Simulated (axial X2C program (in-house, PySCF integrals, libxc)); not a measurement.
**AlNC⁺: bond lengths and stretches, held linear**

Aim: the two bond lengths and stretching wavenumbers of linear AlNC⁺, with and without spin–orbit coupling, at PBE0, HF, PBE, MP2.

The runs use an in-house X2C program for linear molecules on PySCF integrals; all-electron X2C, two-component (2c) or spin-free, Al dyall-v3z, N dyall-av3z, C dyall-v3z.

All values are calculated.

1 further run of the same task is left out (set aside as unsound or not needed).

### 1 The job

Input file task.json:

```json
{"zs": [13, 7, 6], "q": 1, "bas": ["dyall-v3z", "dyall-av3z", "dyall-v3z"], "r0": [1.92, 1.17], "symm": 0, "scan": ["PBE0", "HF", "PBE"], "levels": ["PBE0", "HF", "PBE"], "nst": 2}
```

Keys: zs atomic numbers; q charge; bas basis sets; r0 starting distance in Å; symm equal bonds; scan levels of the two-bond scan (MP2 follows by itself at each HF point); levels methods; nst determinants followed.

On the command line:

```
$ python solin.py task.json out
```

Masses Al 26.982, N 14.003, C 12.000 u.

### 2 Scan at PBE0, 2c

State: Ω = 1/2 (beyond evenly filled blocks: ω = 1/2). Energies above the lowest point, from the job's result record:

| r(Al–N) (Å) | r(N–C) (Å) | E (meV) |
| --- | --- | --- |
| 1.7111 | 1.1583 | 70.90 |
| 1.7111 | 1.1880 | 20.74 |
| 1.7111 | 1.2177 | 56.90 |
| 1.7550 | 1.1583 | 46.01 |
| 1.7550 | 1.1880 | 0.00 |
| 1.7550 | 1.2177 | 39.88 |
| 1.7550 | 1.2474 | 150.44 |
| 1.7989 | 1.1583 | 63.40 |
| 1.7989 | 1.1880 | 22.16 |
| 1.7989 | 1.2177 | 66.23 |
| 1.8427 | 1.1880 | 75.77 |
| 1.8427 | 1.2474 | 243.20 |

A quadratic surface with cubic terms in each bond gives the minimum at 1.753 and 1.188 Å, force constants 3.61, 15.6 and coupling 0.52 mdyn/Å.

### 3 Scan at HF, 2c

State: Ω = 1/2 (beyond evenly filled blocks: ω = 1/2). Energies above the lowest point, from the job's result record:

| r(Al–N) (Å) | r(N–C) (Å) | E (meV) |
| --- | --- | --- |
| 1.7111 | 1.1583 | 0.31 |
| 1.7111 | 1.1880 | 0.00 |
| 1.7111 | 1.2177 | 88.84 |
| 1.7550 | 1.1583 | 18.70 |
| 1.7550 | 1.1880 | 21.98 |
| 1.7550 | 1.2177 | 114.29 |
| 1.7550 | 1.2474 | 280.12 |
| 1.7989 | 1.1583 | 88.24 |
| 1.7989 | 1.1880 | 94.88 |
| 1.7989 | 1.2177 | 190.44 |
| 1.8427 | 1.1880 | 208.38 |
| 1.8427 | 1.2474 | 478.80 |

A quadratic surface with cubic terms in each bond gives the minimum at 1.717 and 1.173 Å, force constants 4.94, 17.6 and coupling 0.40 mdyn/Å.

### 4 Scan at PBE, 2c

State: Ω = 1/2 (beyond evenly filled blocks: ω = 1/2). Energies above the lowest point, from the job's result record:

| r(Al–N) (Å) | r(N–C) (Å) | E (meV) |
| --- | --- | --- |
| 1.7111 | 1.1583 | 163.30 |
| 1.7111 | 1.1880 | 92.00 |
| 1.7111 | 1.2177 | 104.80 |
| 1.7550 | 1.1583 | 91.08 |
| 1.7550 | 1.1880 | 25.40 |
| 1.7550 | 1.2177 | 43.45 |
| 1.7550 | 1.2474 | 130.03 |
| 1.7989 | 1.1583 | 59.95 |
| 1.7989 | 1.1880 | 0.00 |
| 1.7989 | 1.2177 | 23.44 |
| 1.8427 | 1.1880 | 6.00 |
| 1.8427 | 1.2474 | 131.64 |

A quadratic surface with cubic terms in each bond gives the minimum at 1.809 and 1.193 Å, force constants 2.43, 14.7 and coupling 0.66 mdyn/Å.

### 5 The levels side by side

| level | r(Al–N) (Å) | r(N–C) (Å) | lower stretch (cm⁻¹) | upper stretch (cm⁻¹) |
| --- | --- | --- | --- | --- |
| PBE0, 2c | 1.753 | 1.188 | 671.7 | 2044.3 |
| HF, 2c | 1.717 | 1.173 | 777.7 | 2196.8 |
| PBE, 2c | 1.809 | 1.193 | 556.8 | 1959.5 |
| MP2, 2c | 1.748 | 1.200 | 717.4 | 2026.3 |
| PBE0, spin-free | 1.753 | 1.188 | 671.5 | 2044.1 |
| HF, spin-free | 1.717 | 1.173 | 777.4 | 2196.5 |
| PBE, spin-free | 1.809 | 1.193 | 556.6 | 1959.3 |
| MP2, spin-free | 1.748 | 1.200 | 717.2 | 2026.0 |

Scans not shown above were run alike.

In words: Over the levels the Al–N bond spans 1.717 to 1.809 Å and the N–C bond 1.173 to 1.200 Å. At PBE0 spin–orbit coupling leaves both bonds unchanged to 0.001 Å. Each state is one determinant, the lowest of a limited PBE0 search; the stretches come from a fit to few points and are good to some per cent at best. The levels spread by more than a fifth in the stretches, which depend strongly on the method. MP2 freezes inner shells (threshold -2 hartree). The molecule was held linear; bending was not examined, so a bent shape may lie lower.
